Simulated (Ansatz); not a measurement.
Members of the series CXY, Y = H; each row names its spin state. Gas-phase values, no solvent. One relaxed conformer stands for each flexible species; it need not be the lowest. Strings in code marks are SMILES.

Quantity: adiabatic spin-state energy, in kJ/mol. The DFT solution of `[CH2]` and `[CH]F` is unstable or spin-contaminated; the geometry comes from it. HF references are unrestricted for open shells and restricted for singlets. The restricted reference of `[CH2]`, `[CH]F` and `[CH]O` is unstable towards unrestricted orbitals.

Level 1: composite: frozen-core CCSD(T) with HF/cc-pVQZ and the correlation energy extrapolated as X^-3 from cc-pVTZ and cc-pVQZ, plus CCSDT(Q) minus CCSD(T) in cc-pVTZ // PBE0-D3(BJ)/def2-TZVP (Ansatz, an electronic-structure program)
Level 2: frozen-core CCSDT(Q)/6-31g // PBE0-D3(BJ)/def2-TZVP (Ansatz)
Level 3: B3LYP/cc-pVTZ // PBE0-D3(BJ)/def2-TZVP (Ansatz)
Level 4: PBE/cc-pVTZ // PBE0-D3(BJ)/def2-TZVP (Ansatz)

| species | level 1 | level 2 | level 3 | level 4 |
|---|---|---|---|---|
| `[CH2]`: multiplicity 3 minus multiplicity 1 | -37.88 | -98.3 | -49.2 | -67.0 |
| `[CH]F`: multiplicity 3 minus multiplicity 1 | 63.4 | 14.46 | 49.4 | 39.77 |
| `[CH]O`: multiplicity 3 minus multiplicity 1 | 92.7 | 40.25 | 79.5 | 72.7 |
